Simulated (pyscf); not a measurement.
`[FH]` + `[F][TaH]([F])([F])[F]` → `[F][Ta]([F])([F])([F])[F]` + `[H][H]` (four-centre exchange; singlet surface; F–H, H–Ta broken, F–Ta, H–H formed). PySCF, gas phase, ωB97X-D3(BJ)/def2-SVP geometries. Energies in eV from the separated reactants.

| level | barrier | reaction energy |
|---|---|---|
| ωB97X-D3(BJ)/def2-TZVP | ___ | -1.63 |
| PBE/def2-TZVP | -0.25 | -1.64 |
| r²SCAN/def2-TZVP | -0.33 | -1.76 |
| PBE0-D3(BJ)/def2-TZVP | -0.15 | -1.55 |
| M06-2X/def2-TZVP | -0.05 | -1.55 |
| ωB97M-D3(BJ)/def2-TZVP | ___ | ___ |

### Question
Fill in the missing entries.

### Answer

- ωB97X-D3(BJ)/def2-TZVP, barrier: -0.14
- ωB97M-D3(BJ)/def2-TZVP, barrier: -0.07
- ωB97M-D3(BJ)/def2-TZVP, reaction energy: -1.57

On the reactant side the descent ends in an adduct with a F–Ta contact, 0.32 eV under the separated species and 0.19 eV under the saddle at ωB97X-D3(BJ)/def2-TZVP. At ωB97X-D3(BJ), PBE, r²SCAN, PBE0-D3(BJ), M06-2X, ωB97M-D3(BJ) the saddle lies under the separated reactants, which points to a path from their complex (located at ωB97X-D3(BJ) alone). What is counted as formed (F–Ta) is already present as a longer contact in the reactant adduct; forming that adduct is a step of its own. At the saddle there is also a short H–Ta contact that neither side keeps. This is the saddle that the search found; another between the same sides may lie lower. Elements past Kr carry the def2 core potentials, without spin-orbit coupling.
